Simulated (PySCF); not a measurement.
Computed with B3LYP-D3(BJ)/def2-TZVP // B3LYP-D3(BJ)/def2-SVP run with PySCF. Gas-phase values, no solvent. B3LYP has the VWN-RPA correlation part, as in Gaussian. 

Reference species (SMILES): `Cl[Si](Cl)(Cl)Cl` (neutral, multiplicity 1).

```json
{
  "HOMO": "-9.26 eV",
  "S1 oscillator strength": "0.000"
}
```

Changed species: `CC[Si](Cl)(Cl)Cl` (1 of 4 Cl replaced by C2H5; the reference has 0 of 4 Cl replaced by C2H5).

Problem. Predict the effect on the HOMO and S1 oscillator strength.

Solution. the HOMO goes up by 0.50 eV, to -8.76 eV; the S1 oscillator strength stays essentially unchanged.
